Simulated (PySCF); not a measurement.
**Magnesium: highly charged ions in a basis for the neutral atom**

Mg¹⁰⁺ 1s2, Mg¹¹⁺ 1s1. All numbers are calculated (PySCF 2.14, no relativity, point nucleus, in def2-TZVP (5s4p3d, 32 functions)). No spin-orbit coupling, so a gap to NIST mixes the basis error with missing relativistic terms.

Changed run: basis of the neutral atom used for a highly charged ion. This setting is unsound on purpose.

```
species  method  sound run (hartree)  changed run (hartree)  converged
  Mg¹⁰⁺     UHF              not run             -136.60470        yes
  Mg¹⁰⁺  M06-2X              not run             -136.63960        yes
  Mg¹⁰⁺    BP86              not run             -136.64536        yes
  Mg¹¹⁺     UHF              not run              -71.94627        yes
  Mg¹¹⁺  M06-2X              not run              -71.92374        yes
  Mg¹¹⁺    BP86              not run              -71.92291        yes
```

Ionisation energy of Mg¹⁰⁺:

```tsv
method	changed run (eV)	NIST (eV)
UHF	1759.4	1761.8
M06-2X	1761.0	1761.8
BP86	1761.2	1761.8
```

The contracted functions were made for the neutral atom and can be too rigid for a highly charged ion.
